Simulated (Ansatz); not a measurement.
System: rock-salt BaS. Method: G0W0@HSE06 in Ansatz (plane waves, hard PAW, contour deformation).

The cell has the measured lattice parameters. Conventional cell: a = 6.3890 Å, b = 6.3890 Å, c = 6.3890 Å, α = 90.00°, β = 90.00°, γ = 90.00°.

The quasiparticle gap at Γ at a fixed k mesh 2×2×2:

```csv
response cutoff,value (eV)
"150 eV, 500 empty bands",5.097
"200 eV, 769 empty bands",5.132
"250 eV, 1075 empty bands",5.147
"300 eV, 1413 empty bands",5.155
```

**Question.** Taking the value to converge with the response cutoff E as E^(−3/2), extrapolate from the last two rows.

**Answer.** With y = y∞ + c/w and weights w = 3953 and 5196 for the last two rows, y∞ = (w2 y2 − w1 y1)/(w2 − w1) = (5196 × 5.155 − 3953 × 5.147)/1243 = 5.180 eV, which lies 0.025 beyond the last row. Successive pairs of rows give 5.197, 5.185, 5.180. The limit also hangs on the law assumed, so its last digits aren't firm.

The other settings are not extrapolated, so this is the limit in one setting alone.

The smallest gap on this mesh is 3.65 eV, away from Γ.

Spin–orbit coupling is not included.

Note: GW on a hybrid start was not checked against another program.

Ansatz is a program for electronic structure.
